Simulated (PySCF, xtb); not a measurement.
dichloromethane cation (CH₂Cl₂), SMILES ClCCl (connectivity only; charge and spin as stated), charge +1, multiplicity 2.

Geometry optimised at PBE-D3(BJ)/def2-TZVP. The spin state was assumed, not searched.

Computed with IEF-PCM-B3LYP/def2-SVP in PySCF.

The values are the electrostatic part of the solvation free energy, E(continuum) − E(gas) at the gas-phase geometry, in a cavity of scaled van der Waals radii (PySCF's table); cavitation and dispersion terms are not included.

Computed values in water (ε = 78.36), methanol (ε = 32.61), acetone (ε = 20.49):
```csv
solvent,ε,ΔG(elec) (kcal/mol)
water,78.36,-64.5
methanol,32.61,-63.3
acetone,20.49,-62.1
```

For comparison, GFN2-xTB/ALPB(water) (xtb, at the GFN2-xTB geometry, all terms of that model) gives -65.8 kcal/mol.
